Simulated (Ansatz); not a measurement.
Changing the shape of NO, doublet

Program: Ansatz, Gaussian basis, development build. Basis cc-pVDZ, nonrelativistic, 2 orbitals frozen in the corrections; active space CAS(11,8). Restricted Hartree–Fock, then the lowest state-specific CASSCF solution met for each case. On stretched bonds single-reference methods can fail or change state. Unlike active orbitals can shift such differences by tenths of an eV, at times by over 1 eV.

Case A: bond length 1.1424 Å.

Case B: bond length 1.2338 Å.

Case C: bond length 1.0510 Å.

Energy less that of case A, in eV:

| case | RHF/ROHF | CASSCF |
| --- | --- | --- |
| B | +0.687 | +0.179 |
| C | +0.356 | +0.838 |

(1) What does SC-NEVPT2 give for these differences?

(2) Which case is lowest, and do the methods agree?

## Answers

(1) B: +0.148 eV (3.4 kcal/mol); C: +0.880 eV (20.3 kcal/mol).

(2) A is lowest in SC-NEVPT2. Of the methods shown, RHF/ROHF, CASSCF agree.
